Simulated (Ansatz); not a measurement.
# C₈H₁₈: up Jacob's ladder to CCSD(T)

An exercise on one series of results from a longer session: the logs are not shown, and one member is left open.

Method: functionals in def2-TZVPP, the program's frozen cores in correlated methods; program: Ansatz 0.2.0, Gaussian basis.

The runs, in order: PBE-D4, r2SCAN-D4, PBE0-D4, B3LYP-D4, ωB97X-V, ωB97M-V, B2PLYP; CCSD(T)/def2-TZVPP; MP2/def2-QZVPP; extrapolation to the limit.

## Structure used throughout

All runs share one geometry, relaxed beforehand with PBE0-D4 in a triple-zeta def2 set.

SMILES `CCCCC(C)(C)C`, 26 atoms, charge 0, spin multiplicity 1.

Atoms are counted from 1 here; the program's logs count them from 0.

Bond lengths: C1–C2 1.518 Å, C1–H9 1.094 Å, C1–H10 1.092 Å, C1–H11 1.094 Å, C2–C3 1.522 Å, C2–H12 1.094 Å, C2–H13 1.096 Å, C3–C4 1.530 Å, C3–H14 1.095 Å, C3–H15 1.096 Å, C4–C5 1.538 Å, C4–H16 1.097 Å, C4–H17 1.096 Å, C5–C6 1.526 Å, C5–C7 1.526 Å, C5–C8 1.527 Å, C6–H18 1.094 Å, C6–H19 1.094 Å and more. Angles: C2–C1–H9 111.1°, C2–C1–H10 111.7°, C2–C1–H11 111.1°, H9–C1–H10 107.7°, H9–C1–H11 107.4°, H10–C1–H11 107.7°, C1–C2–C3 112.8°, C1–C2–H12 109.6°, C1–C2–H13 109.7°, C3–C2–H12 109.9°, C3–C2–H13 108.8°, H12–C2–H13 105.9°, C2–C3–C4 114.3°, C2–C3–H14 108.0°, C2–C3–H15 109.1°, C4–C3–H14 109.4°, C4–C3–H15 110.3°, H14–C3–H15 105.2° and more.

Set-up of the first run:

The input, in.yaml:

```yaml
crystal:
  periodic: [false, false, false]
  atoms:
    - {symbol: C, position_ang: [-0.236730, -2.053818, -2.764164]}
    - {symbol: C, position_ang: [-0.788664, -1.099346, -1.720544]}
    - {symbol: C, position_ang: [-0.172606, -1.310528, -0.344427]}
    - {symbol: C, position_ang: [-0.681102, -0.345152, 0.728709]}
    - {symbol: C, position_ang: [0.193765, 0.881896, 1.035382]}
    - {symbol: C, position_ang: [-0.567468, 1.770155, 2.015948]}
    - {symbol: C, position_ang: [0.497931, 1.684092, -0.226365]}
    - {symbol: C, position_ang: [1.504975, 0.446396, 1.685329]}
    - {symbol: H, position_ang: [0.841602, -1.919211, -2.889388]}
    - {symbol: H, position_ang: [-0.705156, -1.901085, -3.739189]}
    - {symbol: H, position_ang: [-0.404603, -3.095085, -2.474003]}
    - {symbol: H, position_ang: [-0.628547, -0.066809, -2.045526]}
    - {symbol: H, position_ang: [-1.874967, -1.224761, -1.643354]}
    - {symbol: H, position_ang: [-0.379058, -2.340812, -0.034914]}
    - {symbol: H, position_ang: [0.918553, -1.247730, -0.426176]}
    - {symbol: H, position_ang: [-1.679619, 0.006722, 0.440771]}
    - {symbol: H, position_ang: [-0.818216, -0.884187, 1.672551]}
    - {symbol: H, position_ang: [-1.504785, 2.124750, 1.577863]}
    - {symbol: H, position_ang: [-0.810772, 1.224719, 2.932362]}
    - {symbol: H, position_ang: [0.025467, 2.645873, 2.294733]}
    - {symbol: H, position_ang: [1.083638, 2.574367, 0.019671]}
    - {symbol: H, position_ang: [1.075727, 1.100042, -0.946916]}
    - {symbol: H, position_ang: [-0.421701, 2.014771, -0.717148]}
    - {symbol: H, position_ang: [1.317792, -0.107300, 2.609864]}
    - {symbol: H, position_ang: [2.094768, -0.193897, 1.024957]}
    - {symbol: H, position_ang: [2.119778, 1.315947, 1.933965]}
basis:
  gaussian: {orbitals: def2-TZVPP}
hamiltonian: {xc: pbe, dispersion: d4}
output: {forces: true, orbitals: {seedname: orbitals}}
```

Steps of the session up to this table: PBE-D4 (GGA); r2SCAN-D4 (meta-GGA); PBE0-D4 (hybrid); B3LYP-D4 (hybrid); ωB97X-V (range-separated); ωB97M-V (range-separated); B2PLYP (double hybrid); CCSD(T) in def2-TZVPP; MP2 in def2-QZVPP.

One of the session's tables, all rows but one given; the rest of the session is left out.

It belongs to the step «Atomisation energies». 

| method | atoms, summed (eV) | atomisation energy (kJ/mol) |
| --- | --- | --- |
| PBE-D4 | -8472.560 | 10537.8 |
| r2SCAN-D4 | -8480.756 | 10391.7 |
| PBE0-D4 | -8475.303 | 10445.3 |
| B3LYP-D4 | -8487.629 | 10378.9 |
| ωB97X-V | -8484.009 | 10385.9 |
| ωB97M-V | -8480.839 | 10400.4 |
| B2PLYP | -8478.831 | 10271.3 |
| HF/def2-TZVPP | -8450.126 | 7898.5 |
| MP2/def2-TZVPP | -8464.518 | 10251.7 |
| CCSD/def2-TZVPP | ? | ? |
| CCSD(T)/def2-TZVPP | -8469.403 | 10171.6 |
| MP2/CBS | -8466.986 | 10455.1 |
| CCSD(T)/CBS | -8471.871 | 10375.0 |

**Question.** Estimate the row for CCSD/def2-TZVPP.

**Answer.** atoms, summed (eV): -8468.961; atomisation energy (kJ/mol): 10056.4. In the column «atoms, summed (eV)» it lies between CCSD(T)/def2-TZVPP (-8469.403) and MP2/CBS (-8466.986).

To keep in mind: Free atoms (8 C, 18 H) were run apart at each level; the atomisation energy is their sum less the molecule, without zero-point or spin-orbit terms.
